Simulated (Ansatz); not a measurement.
Geometry optimisation, Ansatz 0.2.0, RKS PBE-D4/def2-TZVP.

The input (input.yaml):

```yaml
crystal:
  periodic: [false, false, false]
  atoms:
    - { symbol: O, position_ang: [-1.20045, -1.5608, -0.34166] }
    - { symbol: S, position_ang: [0.44399, -1.24044, 0.11137] }
    - { symbol: Si, position_ang: [0.99613, -3.33553, 0.25311] }
    - { symbol: H, position_ang: [-1.57914, -0.66568, -0.44436] }
    - { symbol: H, position_ang: [1.62389, -3.34935, 1.59342] }
    - { symbol: H, position_ang: [2.19334, -3.35092, -0.61737] }
total_charge: -1
basis:
  gaussian: { orbitals: def2-TZVP }
hamiltonian:
  xc: pbe
  dispersion: d4
relax:
  f_tol: 0.015
  max_steps: 40
```

Launched with:

```bash
$ ansatz run input.yaml --threads 2 --pin off --max-ram 3072MiB --backend cpu --events-out ev --progress --plain --runs-dir out
```

Q: Where does it end, and by what steps?

A: The run converged. Limits of this set-up: an anion without diffuse functions, the dipole of an ion depends on the origin. After 19 steps the energy has fallen by 0.398 eV; H4 moved furthest, 1.20 Å.

```csv
step,energy less start (eV),largest force component (eV/Å),accepted
0,0.0000,1.126,yes
1,-0.0655,0.647,yes
2,-0.1053,0.480,yes
3,-0.1212,0.261,yes
4,-0.1571,0.169,yes
5,-0.0213,2.742,no
6,-0.1786,0.291,yes
7,-0.1949,0.683,yes
8,-0.2299,0.356,yes
9,-0.2458,0.646,yes
10,-0.2979,0.263,yes
11,-0.3114,0.422,yes
12,-0.2518,1.858,no
13,-0.3391,0.149,yes
14,-0.3552,0.553,yes
15,-0.3726,0.466,yes
16,-0.3866,0.257,yes
17,-0.3973,0.033,yes
18,-0.3978,0.016,yes
19,-0.3978,0.011,yes
```

```xyz
6
Properties=species:S:1:pos:R:3
O -1.157 -0.893 -0.180
S 0.487 -0.992 0.462
Si 0.845 -3.112 0.028
H -1.271 -1.825 -0.485
H 1.352 -3.625 1.389
H 2.221 -3.055 -0.660
```

The run took 28 s on 2 threads of Intel(R) Xeon(R) Platinum 8488C (Sapphire Rapids) (shared host), peak memory 0.21 GiB.
